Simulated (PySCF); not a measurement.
## Excitation energies in several basis sets

Compound: nitryl fluoride, FNO2.
Z-matrix (Å and degrees, PBE0-D3(BJ)/def2-SVP geometry), rows numbered from 1:
```
O 
N   1  1.1722
O   2  1.1723  1  134.88
F   2  1.4280  1  112.54  3  -179.99
```

TDDFT with PBE0 (PySCF), vertical singlets, core orbitals frozen in the response, spherical d and f functions. Geometry: PBE0-D3(BJ)/def2-SVP; no solvent, vibrations or thermal averaging.

Q: Compare def2-SVP, 6-31+G*, aug-cc-pVDZ, def2-TZVP, def2-TZVPD and aug-cc-pVTZ for this molecule.

A: 

```json
{"basis": "def2-SVP", "functions": "56", "diffuse": "no", "S1 (eV)": "5.21", "S2 (eV)": "6.53", "S3 (eV)": "7.41", "S4 (eV)": "8.31", "S5 (eV)": "8.52", "LUMO (eV)": "-2.42", "α (au)": "15.3"}
{"basis": "6-31+G*", "functions": "72", "diffuse": "yes", "S1 (eV)": "5.18", "S2 (eV)": "6.55", "S3 (eV)": "7.14", "S4 (eV)": "8.13", "S5 (eV)": "8.30", "LUMO (eV)": "-2.73", "α (au)": "19.8"}
{"basis": "aug-cc-pVDZ", "functions": "92", "diffuse": "yes", "S1 (eV)": "5.18", "S2 (eV)": "6.56", "S3 (eV)": "7.13", "S4 (eV)": "8.12", "S5 (eV)": "8.31", "LUMO (eV)": "-2.67", "α (au)": "21.3"}
{"basis": "def2-TZVP", "functions": "124", "diffuse": "no", "S1 (eV)": "5.23", "S2 (eV)": "6.57", "S3 (eV)": "7.25", "S4 (eV)": "8.28", "S5 (eV)": "8.37", "LUMO (eV)": "-2.54", "α (au)": "18.9"}
{"basis": "def2-TZVPD", "functions": "157", "diffuse": "yes", "S1 (eV)": "5.21", "S2 (eV)": "6.55", "S3 (eV)": "7.17", "S4 (eV)": "8.16", "S5 (eV)": "8.34", "LUMO (eV)": "-2.63", "α (au)": "22.0"}
{"basis": "aug-cc-pVTZ", "functions": "184", "diffuse": "yes", "S1 (eV)": "5.22", "S2 (eV)": "6.56", "S3 (eV)": "7.17", "S4 (eV)": "8.16", "S5 (eV)": "8.34", "LUMO (eV)": "-2.63", "α (au)": "21.8"}
```

States are compared by their number. Against the largest diffuse basis here (aug-cc-pVTZ, itself not a converged limit), sets without diffuse functions differ by up to 0.02 eV in S1 and 0.17 eV in S5; the smaller diffuse sets differ by up to 0.04 and 0.04 eV. State by state, the largest deviation of a set without diffuse functions is S1 0.02, S2 0.03, S3 0.23, S4 0.15, S5 0.17 eV. The same number needn't mean the same state in each row. Against aug-cc-pVTZ the polarisability deviates by -30% in def2-SVP, -9% in 6-31+G*, -2% in aug-cc-pVDZ, -13% in def2-TZVP, +1% in def2-TZVPD.
